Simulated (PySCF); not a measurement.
**Neon: a sound run and one with changed settings**

Sound run: Ne [Ne], Ne⁺ [He] 2s2 2p5. All numbers are calculated (PySCF 2.14, the spin-free X2C one-electron Hamiltonian (Gaussian nucleus), in cc-pVDZ-DK (3s2p1d, 14 functions)). The sound run starts from symmetry-adapted Hartree-Fock orbitals and uses a fine grid where one is needed.

A second run was set up differently.

```csv
species,method,sound run (hartree),changed run (hartree),converged
Ne,UHF,-128.62519,-128.62519,yes
Ne,MN15,-128.99761,-129.04655,yes
Ne,B3LYP,-129.04805,-129.51984,yes
Ne⁺,UHF,-127.90320,-127.90320,yes
Ne⁺,MN15,-128.21588,-128.36012,yes
Ne⁺,B3LYP,-128.26531,-128.83943,yes
```

Ionisation energy of Ne:

```tsv
method	sound run (eV)	changed run (eV)
UHF	19.646	19.646
MN15	21.272	18.679
B3LYP	21.299	18.515
```

Question: What was changed?
A. too few SCF iterations
B. basis contracted for another Hamiltonian
C. minimal basis
D. radial grid too coarse

Answer: D. It used radial step 1.2 in ln r (0.13 in the sound run). A coarse radial grid mis-integrates the density and the exchange-correlation energy, with errors of either sign; Hartree-Fock needs no grid.
